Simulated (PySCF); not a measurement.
PySCF input (M06-2X/def2-TZVPD):

```python
from pyscf import gto, scf, dft

mol = gto.M(
    atom='''
    S     0.00108380    0.01823548    1.13620484
    C     0.00261406    1.29542196   -0.04692498
    C    -0.00253788   -1.20240713   -0.07753578
    C     0.00033218    0.73061502   -1.26663996
    C    -0.00262290   -0.67651780   -1.34119242
    H     0.00501141    2.32821230    0.25581372
    H    -0.00440903   -2.24242826    0.20719009
    H    -0.00465585   -1.26022405   -2.24852233
    ''',
    basis='def2-tzvpd',
    charge=0,
    spin=1,
    verbose=4,
)

mf = dft.UKS(mol, xc='m062x').density_fit(auxbasis='def2-universal-jkfit')
mf.grids.level = 4
mf.conv_tol = 1e-9
mf.max_cycle = 100
mf.max_memory = 1500
mf.kernel()
if not mf.converged:
    mf = mf.newton()
    mf.kernel(mf.make_rdm1())
for _ in range(2):
    mo, _, stable, _ = mf.stability(return_status=True)
    if stable:
        break
    mf.kernel(mf.make_rdm1(mo, mf.mo_occ))
mf.analyze()
```

Output:

```
PySCF version 2.14.0

[INPUT] verbose = 4
[INPUT] num. atoms = 8
[INPUT] num. electrons = 43
[INPUT] charge = 0
[INPUT] spin (= nelec alpha-beta = 2S) = 1
[INPUT] symmetry False subgroup None
[INPUT] Mole.unit = angstrom
[INPUT] Symbol           X                Y                Z      unit          X                Y                Z       unit  Magmom
[INPUT]  1 S      0.001083800000   0.018235480000   1.136204840000 AA    0.002048085174   0.034460062950   2.147115969005 Bohr   0.0
[INPUT]  2 C      0.002614060000   1.295421960000  -0.046924980000 AA    0.004939857473   2.447992720147  -0.088675360601 Bohr   0.0
[INPUT]  3 C     -0.002537880000  -1.202407130000  -0.077535780000 AA   -0.004795898137  -2.272220165924  -0.146521389055 Bohr   0.0
[INPUT]  4 C      0.000332180000   0.730615020000  -1.266639960000 AA    0.000627729224   1.380662290294  -2.393602622830 Bohr   0.0
[INPUT]  5 C     -0.002622900000  -0.676517800000  -1.341192420000 AA   -0.004956562652  -1.278433360393  -2.534486354143 Bohr   0.0
[INPUT]  6 H      0.005011410000   2.328212300000   0.255813720000 AA    0.009470192398   4.399683606844   0.483417869706 Bohr   0.0
[INPUT]  7 H     -0.004409030000  -2.242428260000   0.207190090000 AA   -0.008331859175  -4.237575265385   0.391532525824 Bohr   0.0
[INPUT]  8 H     -0.004655850000  -1.260224050000  -2.248522330000 AA   -0.008798281377  -2.381478310090  -4.249091388669 Bohr   0.0

nuclear repulsion = 193.311118142172
number of shells = 83
number of NR pGTOs = 313
number of NR cGTOs = 221
basis = def2-tzvpd
ecp = {}

******** <class 'pyscf.df.df_jk.DFUKS'> ********
method = DFUKS
initial guess = minao
damping factor = 0
level_shift factor = 0
DIIS = <class 'pyscf.scf.diis.CDIIS'>
diis_start_cycle = 1
diis_space = 8
diis_damp = 0
SCF conv_tol = 1e-09
SCF conv_tol_grad = None
SCF max_cycles = 100
direct_scf = False
number electrons alpha = 22  beta = 21
XC library pyscf.dft.libxc version 7.1.2
    S. Lehtola, C. Steigemann, M. J. T. Oliveira, and M. A. L. Marques,  SoftwareX 7, 1–5 (2018)
XC functionals = m062x
    Y. Zhao and D. G. Truhlar,  Theor. Chem. Acc. 120, 215 (2008)
    Y. Zhao and D. G. Truhlar,  Theor. Chem. Acc. 120, 215 (2008)
radial grids:
    Treutler-Ahlrichs [JCP 102, 346 (1995); DOI:10.1063/1.469408] (M4) radial grids

becke partition: Becke, JCP 88, 2547 (1988); DOI:10.1063/1.454033
pruning grids: <function nwchem_prune>
grids dens level: 4
symmetrized grids: False
atomic radii adjust function: <function treutler_atomic_radii_adjust>
small_rho_cutoff = 0
Set gradient conv threshold to 3.16228e-05
tot grids = 190248
******** <class 'pyscf.df.df.DF'> ********
auxbasis = def2-universal-jkfit
init E= -553.389198151969
  alpha nocc = 22  HOMO = -0.212363481542724  LUMO = -0.0516542590756437
[...]
  beta  nocc = 21  HOMO = -0.299129094087666  LUMO = -0.0704995590378878
  HOMO = -0.299129094088  LUMO = -0.0704995590379  gap/eV = 6.22133
Extra cycle  E= -552.303250110193  delta_E= -7.28e-11  |g|= 8.71e-06  |ddm|= 5.15e-05
converged SCF energy = -552.303250110193  <S^2> = 0.76163848  2S+1 = 2.0116048
uhf_internal: lowest eigs of H = [0.16138956 0.23484463 0.23486107]
<class 'pyscf.df.df_jk.DFUKS'> wavefunction is stable in the internal stability analysis
**** SCF Summaries ****
Total Energy =                        -552.303250110193176
Nuclear Repulsion Energy =             193.311118142171665
One-electron Energy =                -1139.893181103173447
Two-electron Energy =                  394.278812850808663
Two-electron Coulomb Energy =          442.695840167134747
DFT Exchange-Correlation Energy =      -48.417027316326113
HOMO-LUMO gap [eV] =                     6.221326533812646
**** MO energy ****
                             alpha | beta                alpha | beta
MO #1   energy= -89.9387052154072  | -89.937877258256   occ= 1 | 1
MO #2   energy= -10.5782911537609  | -10.5774883908559  occ= 1 | 1
MO #3   energy= -10.5759804718726  | -10.5739421526571  occ= 1 | 1
MO #4   energy= -10.5735587107558  | -10.5658889136012  occ= 1 | 1
MO #5   energy= -10.5559280596819  | -10.5556300073119  occ= 1 | 1
MO #6   energy= -8.29575004077288  | -8.29547807126995  occ= 1 | 1
MO #7   energy= -6.21547737723786  | -6.21421238031746  occ= 1 | 1
MO #8   energy= -6.21348442368409  | -6.21199139833483  occ= 1 | 1
MO #9   energy= -6.21141742557973  | -6.21146721247596  occ= 1 | 1
MO #10  energy= -0.994452826780982 | -0.98566281840046  occ= 1 | 1
MO #11  energy= -0.831957394122095 | -0.828256550438759 occ= 1 | 1
MO #12  energy= -0.824151119172912 | -0.805587849287487 occ= 1 | 1
MO #13  energy= -0.655203088079272 | -0.649459171933    occ= 1 | 1
MO #14  energy= -0.627743532939604 | -0.621698340673603 occ= 1 | 1
MO #15  energy= -0.569014091937515 | -0.542516426941923 occ= 1 | 1
MO #16  energy= -0.492018611706175 | -0.48444605073475  occ= 1 | 1
MO #17  energy= -0.464096058091996 | -0.457136281775596 occ= 1 | 1
MO #18  energy= -0.463127848524992 | -0.456512422490785 occ= 1 | 1
MO #19  energy= -0.422001199954675 | -0.412862052615242 occ= 1 | 1
MO #20  energy= -0.320174239842564 | -0.308890797050464 occ= 1 | 1
MO #21  energy= -0.317514677169523 | -0.299129094087666 occ= 1 | 1
MO #22  energy= -0.303897658481401 | -0.0704995590378878 occ= 1 | 0
MO #23  energy= 0.00767394800675785 | 0.00913582381716619 occ= 0 | 0
MO #24  energy= 0.0156461406202735 | 0.0160553403572075 occ= 0 | 0
MO #25  energy= 0.0177429022768154 | 0.0200673599352506 occ= 0 | 0
MO #26  energy= 0.0324338646615433 | 0.0377628054653521 occ= 0 | 0
MO #27  energy= 0.0416280820690181 | 0.0428802758840949 occ= 0 | 0
MO #28  energy= 0.0531800016132323 | 0.0547668421929272 occ= 0 | 0
MO #29  energy= 0.0578561905479084 | 0.0635496107296676 occ= 0 | 0
MO #30  energy= 0.0766016753303334 | 0.0833602671186265 occ= 0 | 0
MO #31  energy= 0.0850009168828264 | 0.0892950807396306 occ= 0 | 0
MO #32  energy= 0.0856282371361987 | 0.0937790200214491 occ= 0 | 0
MO #33  energy= 0.107132379488072  | 0.113241862649459  occ= 0 | 0
MO #34  energy= 0.122747420514369  | 0.124044265045813  occ= 0 | 0
MO #35  energy= 0.155843417446028  | 0.154355782837171  occ= 0 | 0
MO #36  energy= 0.157459976747067  | 0.156304936047415  occ= 0 | 0
MO #37  energy= 0.158391646197792  | 0.156677885243572  occ= 0 | 0
MO #38  energy= 0.177401097189717  | 0.162555315862936  occ= 0 | 0
MO #39  energy= 0.17993852425959   | 0.169075357560296  occ= 0 | 0
MO #40  energy= 0.186187420064104  | 0.185121343984797  occ= 0 | 0
MO #41  energy= 0.193781417187291  | 0.1923429897576    occ= 0 | 0
MO #42  energy= 0.199569092218266  | 0.196358278192533  occ= 0 | 0
MO #43  energy= 0.221195372967204  | 0.210417027260417  occ= 0 | 0
MO #44  energy= 0.233682677965963  | 0.229562495974315  occ= 0 | 0
MO #45  energy= 0.234354591603759  | 0.231237980012741  occ= 0 | 0
MO #46  energy= 0.244888862986472  | 0.238035918043099  occ= 0 | 0
MO #47  energy= 0.257561900055722  | 0.244358211308066  occ= 0 | 0
MO #48  energy= 0.267108701741762  | 0.256251679236895  occ= 0 | 0
MO #49  energy= 0.277548503160705  | 0.267640176562279  occ= 0 | 0
MO #50  energy= 0.280398974987677  | 0.269741753101227  occ= 0 | 0
MO #51  energy= 0.286593398567446  | 0.287572052932876  occ= 0 | 0
MO #52  energy= 0.294538243396523  | 0.293288001991833  occ= 0 | 0
MO #53  energy= 0.30462040222566   | 0.299787239005774  occ= 0 | 0
MO #54  energy= 0.310484287584557  | 0.306145653639221  occ= 0 | 0
MO #55  energy= 0.317955166684751  | 0.313240028314369  occ= 0 | 0
MO #56  energy= 0.320864768136728  | 0.316124383070193  occ= 0 | 0
MO #57  energy= 0.336991753768609  | 0.336722586939491  occ= 0 | 0
MO #58  energy= 0.345031798512129  | 0.344605208597596  occ= 0 | 0
MO #59  energy= 0.350930660459757  | 0.351052562481591  occ= 0 | 0
MO #60  energy= 0.360855823417527  | 0.355920985586442  occ= 0 | 0
MO #61  energy= 0.372533818593158  | 0.371468002584627  occ= 0 | 0
MO #62  energy= 0.381415537991434  | 0.379410570258494  occ= 0 | 0
MO #63  energy= 0.382686862988886  | 0.380464669468354  occ= 0 | 0
MO #64  energy= 0.393336200354001  | 0.387893947057571  occ= 0 | 0
MO #65  energy= 0.39896458420694   | 0.389940653191597  occ= 0 | 0
MO #66  energy= 0.413356491021588  | 0.416798480379619  occ= 0 | 0
MO #67  energy= 0.446273787148573  | 0.444511467600697  occ= 0 | 0
MO #68  energy= 0.447670352591077  | 0.445850836648984  occ= 0 | 0
MO #69  energy= 0.462364828656184  | 0.459416729089045  occ= 0 | 0
MO #70  energy= 0.465383553005177  | 0.464543664373238  occ= 0 | 0
MO #71  energy= 0.47521196026811   | 0.467855778767968  occ= 0 | 0
MO #72  energy= 0.485252641125241  | 0.482954944896097  occ= 0 | 0
MO #73  energy= 0.510938738336636  | 0.498928481238091  occ= 0 | 0
MO #74  energy= 0.513299192103393  | 0.506006157109008  occ= 0 | 0
MO #75  energy= 0.526788698057664  | 0.510522427981775  occ= 0 | 0
MO #76  energy= 0.540612128014037  | 0.536212750987369  occ= 0 | 0
MO #77  energy= 0.544665551757308  | 0.539677534239093  occ= 0 | 0
MO #78  energy= 0.563810968051669  | 0.549740399934057  occ= 0 | 0
MO #79  energy= 0.564021559003292  | 0.563865945869171  occ= 0 | 0
MO #80  energy= 0.5747678366983    | 0.57384469910936   occ= 0 | 0
MO #81  energy= 0.583636529802506  | 0.580842252388614  occ= 0 | 0
MO #82  energy= 0.586110040654362  | 0.582717495976676  occ= 0 | 0
MO #83  energy= 0.603604928506285  | 0.600672350941549  occ= 0 | 0
MO #84  energy= 0.640694084358978  | 0.638095502564622  occ= 0 | 0
MO #85  energy= 0.652469617376551  | 0.648003795539858  occ= 0 | 0
MO #86  energy= 0.659457188530156  | 0.654994549666408  occ= 0 | 0
MO #87  energy= 0.665137713608246  | 0.664523576665905  occ= 0 | 0
MO #88  energy= 0.690447114669346  | 0.688633021104256  occ= 0 | 0
MO #89  energy= 0.701177144909522  | 0.701464334587009  occ= 0 | 0
MO #90  energy= 0.710409428717604  | 0.705947208084772  occ= 0 | 0
MO #91  energy= 0.717221947246712  | 0.71500944908937   occ= 0 | 0
MO #92  energy= 0.726411414774595  | 0.722331813820383  occ= 0 | 0
MO #93  energy= 0.73131500414407   | 0.728890195127402  occ= 0 | 0
MO #94  energy= 0.739507351724623  | 0.738080429379065  occ= 0 | 0
MO #95  energy= 0.755520275903562  | 0.753937044206397  occ= 0 | 0
MO #96  energy= 0.762897655118004  | 0.762177269614545  occ= 0 | 0
MO #97  energy= 0.791713531344634  | 0.781747813278997  occ= 0 | 0
MO #98  energy= 0.819544673059133  | 0.812834241922634  occ= 0 | 0
MO #99  energy= 0.821213143898213  | 0.825011243147535  occ= 0 | 0
MO #100 energy= 0.826999623163785  | 0.826206365588666  occ= 0 | 0
MO #101 energy= 0.890302220471198  | 0.886306707879758  occ= 0 | 0
MO #102 energy= 0.898224955138728  | 0.900213388579849  occ= 0 | 0
MO #103 energy= 0.916686517335739  | 0.92144595353971   occ= 0 | 0
MO #104 energy= 0.966700570105029  | 0.966363691976486  occ= 0 | 0
[...]
```

It need not be the lowest isomer of its formula.
